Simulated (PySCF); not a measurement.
**Stretching SO**

Set-up: PySCF, no relativity, basis sets S def2-TZVPPD, O def2-TZVPPD. Energies in eV from S + O in their ground configurations at the same level. State: ³Σ⁻ (triplet), unpaired electrons π ↑↑.

```csv
R (Å),B2PLYP,PBE,MN15,r²SCAN
1.275,-3.535,-4.023,-3.811,-3.835
1.335,-4.575,-5.108,-4.797,-4.871
1.394,-5.161,-5.736,-5.320,-5.452
1.438,-5.382,-5.987,-5.490,-5.668
1.483,-5.463,-6.096,-5.517,-5.742
1.528,-5.439,-6.095,-5.434,-5.707
1.587,-5.286,-5.967,-5.197,-5.535
1.661,-4.964,-5.667,-4.762,-5.182
1.750,-4.469,-5.182,-4.124,-4.636
1.869,-3.715,-4.436,-3.185,-3.813
```

Question: Put a parabola through the three lowest points of the B2PLYP curve and estimate Re, k and ωe (reduced mass 10.66 u; 1 eV/Å² = 0.16022 mdyn/Å; ωe = 1302.8·√(k/μ) cm⁻¹).

Answer: Through R = 1.438, 1.483, 1.528 Å the second-order coefficient is 25.9 eV/Å², so Re ≈ 1.495 Å, k ≈ 8.31 mdyn/Å and ωe ≈ 1150 cm⁻¹. A polynomial fit of higher order to the unrounded B2PLYP energies gives Re = 1.493 Å, k = 8.01 mdyn/Å, ωe = 1129 cm⁻¹; anharmonicity and rounding make the difference.

The higher-order fit for each curve: B2PLYP: Re = 1.493 Å, ωe = 1129 cm⁻¹, De = 5.47 eV; PBE: Re = 1.504 Å, ωe = 1111 cm⁻¹, De = 6.11 eV; MN15: Re = 1.470 Å, ωe = 1234 cm⁻¹, De = 5.52 eV; r²SCAN: Re = 1.489 Å, ωe = 1159 cm⁻¹, De = 5.74 eV.

Correlated steps freeze 6 core orbitals. B2PLYP dipoles, levels and charges come from its SCF part alone. The state is the lowest determinant that a PBE0 search found; another state may lie lower at other levels.
